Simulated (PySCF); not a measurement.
C2H3N, charge +1, multiplicity 2. Atoms are numbered in the order given.

```xyz
6

C     -1.1580    -0.0264     0.0000
C      0.2393    -0.0215     0.0000
N      1.4518     0.0091     0.0000
H     -1.4816     1.0679     0.0000
H     -1.5846    -0.4221     0.9437
H     -1.5846    -0.4221    -0.9437
```
Charge +1, spin multiplicity 2.

Geometry optimised at PBE-D3(BJ)/def2-TZVP. A frequency run showed that this geometry is not a minimum. The spin state was assumed, not searched.

Level of theory: PySCF with PBE-D3(BJ)/def2-TZVP.

No scaling factor is applied to the harmonic values.

Computed harmonic wavenumbers and intensities:
```tsv
mode	ν (cm⁻¹)	IR (km/mol)	moving atoms (share of kinetic energy)
1	482i	237.3	H 84 %, C 15 %
2	273	7.3	C 60 %, H 21 %, N 20 %
3	378	5.7	C 62 %, N 19 %, H 18 %
4	683	59.4	H 67 %, C 32 %
5	978	2.8	C 46 %, N 33 %, H 21 %
6	1085	12.4	H 80 %, C 20 %
7	1110	247.5	H 86 %, C 13 %
8	1340	19.5	H 81 %, C 18 %
9	2010	10.2	C 68 %, N 31 %
10	2648	351.8	H 93 %
11	2908	138.7	H 96 %
12	2919	144.9	H 92 %, C 8 %
```
